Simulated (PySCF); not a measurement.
Gas-phase reaction: SiHCl + H → SiH2Cl

Method: PySCF energies (xtb for GFN2) plus ideal-gas RRHO corrections (1 bar). † marks an energy on the PBE0/def2-TZVP geometry and frequencies; other levels use their own. MP2 and CCSD(T) freeze the core. 6-31G* has spherical d functions here. Open shells (unrestricted): H (multiplicity 2), SiH2Cl (multiplicity 2); the rest are closed-shell singlets. GFN2 has no spin-polarisation term. SiHCl, SiH2Cl: computed as isolated molecules; such fragments, hydroxides, amides, oligomers or adducts are transient or little studied in the gas. MP2 isn't extrapolated to the basis-set limit; its ΔH°(298 K) is -241.8 kJ in def2-SVP and -248.5 kJ in def2-TZVPP. CCSD(T) isn't extrapolated to the basis-set limit; its ΔH°(298 K) is -237.6 kJ in def2-SVP and -246.8 kJ in def2-TZVPP. The harmonic model lacks anharmonicity and excited electronic states, which grow with temperature; levels with a mode under 35 cm⁻¹ are left out.

ΔH° and ΔS° at 298 K: CCSD(T)/def2-TZVPP† -247 kJ, -104 J/K; GFN2-xTB -280 kJ, -102 J/K; HF/6-31G* -228 kJ, -105 J/K; MP2/def2-SVP† -242 kJ, -104 J/K; PBE/def2-TZVP† -246 kJ, -104 J/K.

Problem. With the heat capacities included, give log10 K (1 bar) at 800, 1200, 1400, 1800, 2500 K from CCSD(T)/def2-TZVPP†, GFN2-xTB, HF/6-31G*, MP2/def2-SVP†, PBE/def2-TZVP†.

Solution. 
| T (K) | CCSD(T)/def2-TZVPP† | GFN2-xTB | HF/6-31G* | MP2/def2-SVP† | PBE/def2-TZVP† |
|---|---|---|---|---|---|
| 800 | 10.5 | 12.8 | 9.2 | 10.2 | 10.5 |
| 1200 | 5.0 | 6.6 | 4.1 | 4.8 | 5.0 |
| 1400 | 3.4 | 4.8 | 2.7 | 3.3 | 3.4 |
| 1800 | 1.4 | 2.5 | 0.7 | 1.2 | 1.3 |
| 2500 | -0.7 | 0.2 | -1.2 | -0.8 | -0.7 |
